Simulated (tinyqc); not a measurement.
Coupled-perturbed Hartree-Fock on RHF in the sto-6g basis, for H2O, spin multiplicity 1, step by step. One step of it, computed by the program tinyqc.

Problem. Coupled step 2. U_ai = -(mu_ai + sum_bj [4 (ai|bj) - (ab|ij) - (aj|bi)] U_bj) / (e_a - e_i); alpha = -4 sum U_ai mu_ai.

U after step 1:
```
          i1         i2         i3         i4        i5
a6  0.000583   0.015764  -0.091226  -0.560269  0.000000
a7  0.000100  -0.002110   0.476554  -0.066498  0.000000
```

dipole integrals <a|z|i> (bohr):
```
           i1        i2         i3        i4        i5
a6  -0.042432  0.109226   0.120113  0.555029  0.000000
a7  -0.007902  0.033425  -0.676152  0.070348  0.000000
```

orbital energies (hartree): MO1 -20.515543, MO2 -1.264500, MO3 -0.592712, MO4 -0.467619, MO5 -0.399214, MO6 0.567088, MO7 0.676904

Two-electron integrals over orbitals (pq|rs), unique and non-zero (hartree):
```
(11|11) 4.762203    (21|11) -0.428888   (21|21) 0.062545    (22|11) 1.021383
(22|21) -0.014388   (22|22) 0.730308    (31|11) -0.013166   (31|21) 0.001635
(31|22) -0.001398   (31|31) 0.011499    (32|11) 0.006302    (32|21) -0.000800
(32|22) -0.005075   (32|31) 0.017649    (32|32) 0.140133    (33|11) 0.798061
(33|21) -0.004280   (33|22) 0.641933    (33|31) 0.000459    (33|32) 0.001991
(33|33) 0.626963    (41|11) 0.190924    (41|21) -0.025065   (41|22) 0.015706
(41|31) -0.001078   (41|32) -0.000054   (41|33) 0.006048    (41|41) 0.028419
(42|11) -0.144685   (42|21) 0.009756    (42|22) -0.003821   (42|31) 0.000032
(42|32) -0.000944   (42|33) 0.004851    (42|41) 0.017624    (42|42) 0.125952
(43|11) -0.013595   (43|21) 0.000558    (43|22) -0.004677   (43|31) -0.003544
(43|32) 0.020725    (43|33) -0.003018   (43|41) 0.000715    (43|42) 0.006208
(43|43) 0.050634    (44|11) 0.980486    (44|21) -0.012840   (44|22) 0.670901
(44|31) 0.000022    (44|32) 0.005533    (44|33) 0.592681    (44|41) -0.010487
(44|42) -0.101253   (44|43) -0.006522   (44|44) 0.755427    (51|51) 0.026696
(52|51) 0.032483    (52|52) 0.146104    (53|51) 0.000952    (53|52) 0.003241
(53|53) 0.028620    (54|51) -0.013419   (54|52) -0.047500   (54|53) -0.001914
(54|54) 0.054278    (55|11) 1.117087    (55|21) -0.011278   (55|22) 0.750764
(55|31) -0.000328   (55|32) 0.002933    (55|33) 0.626011    (55|41) 0.004731
(55|42) -0.074683   (55|43) -0.007519   (55|44) 0.716550    (55|55) 0.880663
(61|11) 0.231105    (61|21) -0.036357   (61|22) 0.001174    (61|31) -0.003294
(61|32) -0.003190   (61|33) -0.000795   (61|41) 0.000667    (61|42) -0.021005
(61|43) -0.000138   (61|44) 0.018409    (61|55) 0.005504    (61|61) 0.032320
(62|11) -0.301222   (62|21) 0.006986    (62|22) -0.140458   (62|31) -0.001840
(62|32) -0.009540   (62|33) -0.076340   (62|41) -0.018923   (62|42) -0.022906
(62|43) 0.006292    (62|44) -0.077077   (62|55) -0.152112   (62|61) 0.008448
(62|62) 0.100235    (63|11) -0.065005   (63|21) 0.001340    (63|22) -0.028294
(63|31) -0.003344   (63|32) 0.033602    (63|33) -0.018022   (63|41) -0.000261
(63|42) 0.013560    (63|43) 0.030559    (63|44) -0.023522   (63|55) -0.035241
(63|61) -0.000210   (63|62) 0.018415    (63|63) 0.070937    (64|11) -0.232128
(64|21) 0.002125    (64|22) -0.103186   (64|31) 0.001645    (64|32) 0.013165
(64|33) -0.045556   (64|41) -0.000710   (64|42) 0.042870    (64|43) 0.006298
(64|44) -0.125960   (64|55) -0.126585   (64|61) -0.001475   (64|62) 0.057629
(64|63) 0.025485    (64|64) 0.081203    (65|51) -0.014506   (65|52) -0.054986
(65|53) -0.005235   (65|54) -0.000778   (65|65) 0.036800    (66|11) 0.817450
(66|21) -0.007668   (66|22) 0.615208    (66|31) 0.002272    (66|32) 0.030833
(66|33) 0.571377    (66|41) 0.020058    (66|42) 0.052737    (66|43) 0.018473
(66|44) 0.556667    (66|55) 0.592879    (66|61) -0.009005   (66|62) -0.097836
(66|63) 0.012561    (66|64) -0.041519   (66|66) 0.613695    (71|11) 0.048449
(71|21) -0.007836   (71|22) -0.000381   (71|31) 0.015048    (71|32) 0.022143
(71|33) 0.000909    (71|41) 0.000913    (71|42) -0.003268   (71|43) -0.005036
(71|44) 0.003274    (71|55) 0.001125    (71|61) 0.002707    (71|62) -0.001975
(71|63) -0.004234   (71|64) 0.001866    (71|66) 0.002478    (71|71) 0.021487
(72|11) -0.065358   (72|21) 0.001404    (72|22) -0.029923   (72|31) 0.013998
(72|32) 0.042255    (72|33) -0.012226   (72|41) -0.003074   (72|42) -0.000079
(72|43) -0.034148   (72|44) -0.019978   (72|55) -0.032357   (72|61) -0.002040
(72|62) 0.008503    (72|63) -0.030741   (72|64) 0.014153    (72|66) -0.022125
(72|71) 0.017709    (72|72) 0.064853    (73|11) 0.357184    (73|21) -0.006990
(73|22) 0.139808    (73|31) -0.000188   (73|32) 0.012505    (73|33) 0.088762
(73|41) -0.000890   (73|42) -0.079116   (73|43) -0.000322   (73|44) 0.149565
(73|55) 0.188464    (73|61) 0.006427    (73|62) -0.070881   (73|63) -0.014609
(73|64) -0.083438   (73|66) 0.044861    (73|71) 0.001149    (73|72) -0.021105
(73|73) 0.153468    (74|11) -0.027585   (74|21) 0.000231    (74|22) -0.009656
(74|31) -0.009390   (74|32) -0.076387   (74|33) -0.007285   (74|41) -0.000565
(74|42) 0.002121    (74|43) -0.001910   (74|44) -0.016621   (74|55) -0.014644
(74|61) 0.002404    (74|62) 0.012053    (74|63) -0.042465   (74|64) -0.003661
(74|66) -0.027177   (74|71) -0.012209   (74|72) -0.013726   (74|73) -0.019938
(74|74) 0.069781    (75|51) -0.003011   (75|52) -0.011481   (75|53) 0.023057
(75|54) 0.001116    (75|65) 0.002598    (75|75) 0.024580    (76|11) -0.002167
(76|21) 0.000171    (76|22) 0.004522    (76|31) -0.008185   (76|32) -0.087331
(76|33) -0.005111   (76|41) 0.002915    (76|42) 0.010227    (76|43) -0.048153
(76|44) -0.010153   (76|55) -0.002329   (76|61) -0.000461   (76|62) -0.006628
(76|63) -0.055024   (76|64) -0.013675   (76|66) -0.030615   (76|71) -0.010545
(76|72) 0.008572    (76|73) -0.019166   (76|74) 0.054069    (76|76) 0.101656
(77|11) 0.852332    (77|21) -0.008549   (77|22) 0.620837    (77|31) -0.003700
(77|32) -0.034788   (77|33) 0.603535    (77|41) 0.004548    (77|42) -0.011356
(77|43) -0.019598   (77|44) 0.594656    (77|55) 0.616735    (77|61) 0.004452
(77|62) -0.066799   (77|63) -0.037668   (77|64) -0.046675   (77|66) 0.554854
(77|71) -0.003498   (77|72) -0.011391   (77|73) 0.080097    (77|74) 0.017426
(77|76) 0.031467    (77|77) 0.623747
```

Give: U after step 2; polarisability.

Solution.

U after step 2:
```
        i1       i2       i3       i4      i5
a6  0.0005   0.0250  -0.0903  -0.5906  0.0000
a7  0.0001  -0.0003   0.4761  -0.0709  0.0000
```

polarisability = 2.6515 bohr^3
